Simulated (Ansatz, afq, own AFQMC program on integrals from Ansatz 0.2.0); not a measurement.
Two steps: Ansatz 0.2.0 writes the Fock matrix and Cholesky factors of the valence space, and afq projects on them the lowest state that overlaps trial and start.

```yaml
crystal:
  periodic: [false, false, false]
  atoms:
    - {symbol: Al, position_ang: [0.000000, 0.000000, -1.497050]}
    - {symbol: N, position_ang: [0.000000, 0.000000, 0.240377]}
    - {symbol: H, position_ang: [0.000000, 0.000000, 1.256673]}
basis:
  gaussian: {orbitals: cc-pVDZ}
magnetization: {spin_polarized: true, initial_magnetization: 1}
correlation: {method: ccsd_t, electrons: outside_noble_gas, hamiltonian_folder: ham}
```

```sh
$ ansatz run in.yaml --threads 1 --pin off --events-out ev --progress --plain --max-ram 1382MiB
```

Options of the walk:

```
--method phaseless --trial hf --walkers 120 --populations 1 --least-time 40 --time-step 0.005 --steps-per-block 20 --equilibration-blocks 112 --max-blocks 600 --target-error 0.00108 --factor-cut 1e-05 --start spin_pure --seed 965 --taylor-order 6
```

Times are imaginary, in 1/Eh. The walk had a cap of 678 s.

Log:

```
orbitals 31  electrons 5 4  factors 220 of 362
reference energy -296.90430804 Eh
CCSD correlation -0.20658616 Eh in 12 cycles, weight of the determinant in the CISD state 0.8849
energy of the start -296.904558 Eh
 block  time / (1/Eh)  mean weight  energy / Eh
     1     0.100  0.9991  -296.953510
     2     0.200  1.0028  -296.993682
     3     0.300  1.0003  -297.017099
     4     0.400  1.0013  -297.038705
     5     0.500  1.0004  -297.036174
    10     1.000  1.0003  -297.046951
    86     8.600  0.9984  -297.107086
   171    17.100  0.9993  -297.101447
   256    25.600  1.0021  -297.143533
   290    29.000  0.9993  -297.078226
   341    34.100  0.9993  -297.135804
   409    40.900  1.0015  -297.164989
   426    42.600  1.0003  -297.116668
   511    51.100  1.0017  -297.104748
   596    59.600  0.9989  -297.083000
   681    68.100  1.0008  -297.136868
   698    69.800  0.9976  -297.113480
blocks merged  error / Eh  count
     1  0.000809  600
     2  0.001061  300
     4  0.001366  150
     8  0.001664  75
    16  0.001870  37
    32  0.001993  18
    64  0.001537  9
energy -297.115300 +/- 0.001993 Eh
(rows thinned)
```

The run passed its tests (sampling time, drift between the halves within three errors, error under three times the target), which doesn't prove that it has relaxed.

Against this walk (error 54.2 meV) on the same determinant: CCSD(T) 20.2 meV lower (within the noise), CCSDT(Q) 57.6 meV lower (within the noise), a separate phaseless walk with a CISD trial and standard settings 30.0 ± 55.0 meV lower (within the noise). The error is statistical and leaves out the bias of the constraint.

Cautions: constraint bias not in the error; error above the target (54.2 against 29.4 meV).

The walk took 3.4 min on 1 thread of Intel(R) Xeon(R) Platinum 8259CL CPU @ 2.50GHz (Skylake/Cascade Lake), with other jobs on the host. The log's last line is the phaseless energy.

CCSDT and higher add their correlation energy to the determinant of the CCSD(T) run, since their own runs factorise the integrals more tightly (a shift of under 2 meV). A walk keeps the symmetry of its determinant, which the program's search chose and which needn't be the lowest solution, so a lower state of the same spin and another symmetry isn't excluded.
